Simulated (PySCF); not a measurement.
PySCF job for C2F4, SMILES FC(=C(F)F)F (connectivity only; charge and spin as stated), charge -1, multiplicity 2, PBE0/pcH-1. Geometry: TPSSh-D3(BJ)/def2-SVPD. The spin state was assumed, not searched.

```python
import numpy as np
from pyscf import gto, scf, dft
from pyscf.prop.hfc import uks as hfc
from pyscf.prop.gtensor import uks as gtensor

mol = gto.M(
    atom='''
    F     0.96806987    1.49410091    0.23878342
    C    -0.14622986    0.68590664    0.39266079
    F    -1.12835026    1.22260562   -0.50055728
    C     0.14622986   -0.68590664    0.39266079
    F    -0.96806987   -1.49410090    0.23878342
    F     1.12835026   -1.22260562   -0.50055728
    ''',
    basis='pcH-1',
    charge=-1,
    spin=1,
    max_memory=1600,
    verbose=3,
)
mf = dft.UKS(mol, xc='pbe0').density_fit(auxbasis='def2-universal-jkfit')
mf.grids.level = 3
mf.conv_tol = 1e-10
mf.max_cycle = 100
mf.kernel()
fine, coarse = mf.grids, dft.Grids(mol).set(level=1).build(with_non0tab=True)
for _ in range(3):  # follow internal instabilities
    mf.grids = coarse
    mo, _, stable, _ = mf.stability(return_status=True, nroots=4)
    mf.grids = fine
    if stable:
        break
    mf.kernel(mf.make_rdm1(mo, mf.mo_occ))
A = hfc.HFC(mf).make_fcdip(mf.make_rdm1())  # Fermi contact and dipolar terms, MHz
print('atom   A(iso)/MHz   principal dipolar parts/MHz')
for i, a in enumerate(A):
    w = np.linalg.eigvalsh((a + a.T) / 2)
    print(f'{mol.atom_symbol(i):2s}{i + 1:3d} {w.mean():12.2f}', (w - w.mean()).round(2))
gt = gtensor.GTensor(mf)
gt.dia_soc2e, gt.para_soc2e, gt.so_eff_charge = None, None, True
gt.max_cycle_cphf = 60
g = gt.kernel()
```

Output:

```

WARN: HOMO -0.153036610258592 >= LUMO -0.153036610258571

converged SCF energy = -475.041185690455  <S^2> = 0.76407475  2S+1 = 2.0140256
<class 'pyscf.df.df_jk.DFUKS'> wavefunction is stable in the internal stability analysis
atom   A(iso)/MHz   principal dipolar parts/MHz
F   1        60.82 [-88.57 -79.08 167.66]
C   2       553.14 [-39.32 -25.64  64.96]
F   3       507.86 [-218.98 -173.59  392.57]
C   4       553.14 [-39.32 -25.64  64.96]
F   5        60.82 [-88.57 -79.08 167.66]
F   6       507.86 [-218.98 -173.59  392.57]
SOC(1e)/OZ [0.00112597 0.00149025 0.00090716]
free electron g 2.00231930436182
g-tensor total [2.00365001 2.00312566 2.00298653]
g-shift (ppt) [1.33070382 0.80635793 0.66722169]
```

Self-consistency was reached.

Cost: about 4 core-minutes (a rough figure).
